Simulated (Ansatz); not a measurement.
This geometry of B2H4S (7 atoms, charge 0, multiplicity 1) is a first-order saddle point.

The calculation used RKS LDA/def2-SVP (Ansatz 0.2.0).

```xyz
7
Properties=species:S:1:pos:R:3
B -0.662 0.524 -0.671
B -0.142 -0.138 0.809
S 1.406 -0.973 0.891
H -1.717 1.120 -0.827
H 0.051 0.410 -1.665
H -0.718 -0.118 1.884
H 1.783 -0.826 -0.421
```

**Question.** Which two structures does it join? (They come from a converged band through this point; their orientation in space is the band's.)

**Answer.** No bond is made or broken. The dihedral H4–B1–B2–S3 goes from 90 to -91°. The two ends are copies of one structure, up to a mirror image or an exchange of like atoms.

Image 0:

```xyz
7
Properties=species:S:1:pos:R:3
B -0.647 0.572 -0.661
B -0.026 -0.012 0.740
S 1.319 -1.147 0.918
H -1.564 0.015 -1.250
H -0.236 1.605 -1.175
H -0.486 0.323 1.824
H 1.642 -1.357 -0.397
```

Image 8:

```xyz
7
Properties=species:S:1:pos:R:3
B -0.648 0.573 -0.661
B -0.027 -0.011 0.739
S 1.318 -1.147 0.918
H -0.235 1.604 -1.176
H -1.565 0.015 -1.248
H -0.485 0.323 1.824
H 1.642 -1.357 -0.397
```

**Question.** How far does it lie above each of them?

**Answer.** 0.32 eV above the first and 0.32 eV above the second. This is the barrier of this one path; another mechanism may lie lower.

The run took 57 s on 1 thread of Intel(R) Xeon(R) Platinum 8259CL CPU @ 2.50GHz (Skylake/Cascade Lake), on a shared host, peak memory 0.13 GiB.
